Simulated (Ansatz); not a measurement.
Species: C2H3, SMILES `[CH]=C` (charge 0, multiplicity 2), formula C2H3.

Problem. How many basis functions does Ansatz (a program for electronic structure) with frozen-core CCSD(T)/def2-TZVPP // PBE0-D4/def2-TZVP use, how many core orbitals are frozen, and how many electrons are correlated?

Solution. 104 basis functions and 2 frozen orbitals, which leaves 11 correlated electrons. Core time is of the order of seconds.
